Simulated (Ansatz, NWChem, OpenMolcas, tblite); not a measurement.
# C3H3NO (SMILES c1cocn1): methods side by side

C3H3NO has 8 atoms, charge 0, and is taken as a singlet. As SMILES, `c1cocn1`. Geometry: relaxed at PBE0-D4/def2-TZVP.

Each level gives the dipole moment (D). The values are calculated.

**The experiment to reproduce.** NIST CCCBDB gives the dipole moment of the gas as 1.50 D.

| level | kind | program | value (D) | computed − measured |
| --- | --- | --- | --- | --- |
| GFN2-xTB | semi-empirical | tblite | 1.70 | +0.20 |
| HF/def2-SVP | Hartree–Fock | Ansatz | 1.52 | +0.02 |
| SVWN5/def2-SVP | LDA | NWChem | 1.55 | +0.05 |
| BLYP/def2-SVP | GGA | OpenMolcas | 1.49 | -0.01 |
| TPSS/def2-SVP | meta-GGA | OpenMolcas | 1.53 | +0.03 |
| B3LYP/def2-SVP | global hybrid | OpenMolcas | 1.52 | +0.02 |
| CAM-B3LYP/def2-SVP | range-separated hybrid | NWChem | 1.53 | +0.03 |

Nearest: BLYP/def2-SVP (-0.01 D); farthest: GFN2-xTB (+0.20 D). The measured dipole is a vibrational average, so differences of a few hundredths of a debye mean little. Computed less measured by kind, in D (def2-SVP rows): semi-empirical +0.20; Hartree–Fock +0.02; LDA +0.05; GGA -0.01; meta-GGA +0.03; global hybrid +0.02; range-separated hybrid +0.03.
